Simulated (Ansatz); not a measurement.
## SO3, singlet: CASSCF and its corrections

Program: Ansatz, Gaussian basis, development build. Basis cc-pVDZ, nonrelativistic, 8 orbitals frozen in the corrections. State-specific CASSCF; RHF is the lowest restricted (open-shell) Hartree–Fock solution met. Solutions may break the symmetry of the shape. No proof that the lowest CASSCF solution was found.

Geometry:

```xyz
4

S     0.0000    0.0000    0.0000
O     1.3262    0.0000    0.0000
O    -0.6631    1.1485    0.0000
O    -0.6631   -1.1485    0.0000
```

(1) What do CASSCF and its corrections give against RHF in CAS(6,4), and what are the occupations?

## Answers

(1) CASSCF -0.543 eV, SC-NEVPT2 -17.500 eV; occupations 2.00, 2.00, 1.98, 0.03.
